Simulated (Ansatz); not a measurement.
Ideal-gas functions of C3H2FN (`N#C/C=C/F`) at 400 K and 1 bar, from an Ansatz frequency run at PBE0-D4/def2-TZVP.

Molar mass 71.05 g/mol, point group Cs (symmetry number 1), electronic degeneracy 1, moments of inertia 10.339, 214.895, 225.233 u Å². Harmonic wavenumbers (cm⁻¹, unscaled): 181, 204, 454, 535, 562, 855, 956, 1051, 1214, 1271, 1340, 1730, 2368, 3212, 3223.

Use S(trans) = R[1.5 ln M + 2.5 ln T − 1.1517]; rotational temperatures θ = 24.2544 K / I; S(rot) = R[ln(√π/σ · √(T³/θAθBθC)) + 1.5]; for each mode x = 1.438777 ν̃/T, S = R[x/(eˣ − 1) − ln(1 − e⁻ˣ)] and H = RT x/(eˣ − 1); 1 cm⁻¹ = 0.0119627 kJ/mol; R = 8.31446 J/(mol·K).

Question: By hand: the entropy, in J/(mol·K).

Answer: Translation 168.1. Rotation: θ = 2.3459, 0.1129, 0.1077 K, giving 106.7. Vibration, mode by mode: 12.03, 11.07, 5.10, 4.05, 3.75, 1.63, 1.22, 0.93, 0.57, 0.48, 0.39, 0.12, 0.02, 0.00, 0.00, in all 41.4. Electronic 0.0. Sum 316.2 J/(mol·K).

Question: By hand: H − E and G − E in kJ/mol, counted from the electronic energy.

Answer: Zero-point energy ½ × 19156 × 0.0119627 = 114.6; thermal vibration 9.7; translation, rotation and pV give 4 RT = 13.3. H − E = 137.6 kJ/mol, and G − E = 137.6 − 400 × 316.2/1000 = 11.1 kJ/mol.

Vibration gives 13 % of the entropy.
